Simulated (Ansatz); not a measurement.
Relaxed structures of BNH₃S (charge -1), closed shell (PBE0-D4/def2-TZVPD; forces vanish, vibrations not checked; lower isomers may exist, and structures with a doubtful reference or unclear bonds are left out; Å). Ansatz 0.2.0; basis: def2-TZVPPD; cores frozen in the correlated methods.

Task: Rank them by CCSD(T) energy, lowest first, and give each one's height above the lowest. Links in brackets join atoms within 1.22 times the sum of their covalent radii (1.1 for two metals). (To be estimated.)
A.
BNH₃S ([NH][BH][SH]), total charge -1
```
6
angstrom
N -0.4715 0.0549 -0.6565
B 0.3606 -0.1760 0.3841
S 0.6868 1.2549 1.6243
H -0.5702 -0.7684 -1.2453
H 1.5256 0.5985 2.4412
H 0.9802 -1.1843 0.7015
```
B.
BNH₃S ([NH2][BH][S]), total charge -1
```
6
angstrom
N -0.4180 -0.0047 -0.6607
B 0.3751 -0.1012 0.5299
S 0.5989 1.2219 1.6744
H -0.5438 -0.7607 -1.3115
H -0.8929 0.8513 -0.8961
H 0.8808 -1.2066 0.6639
```
C.
BNH₃S ([NH3][B][S]), total charge -1
```
6
angstrom
N -0.3148 -0.1348 -0.7740
B 0.3597 -0.3151 0.7114
S 0.3888 1.1922 1.5390
H -1.1096 -0.7704 -0.8424
H -0.6123 0.8484 -0.9592
H 0.3648 -0.4417 -1.4701
```

Result: Computed: B (0.00 kcal/mol), A (24.14 kcal/mol), C (75.13 kcal/mol). Heights count from the lowest.

The T1 diagnostic stays at or below 0.028. The restricted Hartree–Fock reference is unstable towards an unrestricted one at one or more of these structures.

For scale, one of the runs: CCSD(T)/def2-TZVPPD, 176 basis functions, launched by `ansatz run in.yaml --threads 2 --pin off --events-out ev --progress --plain --max-ram 4352MiB`. Time: 31 s of wall clock on 2 CPU threads of an Arm Neoverse V2; the host was shared. Peak host memory: 1.6 GiB.
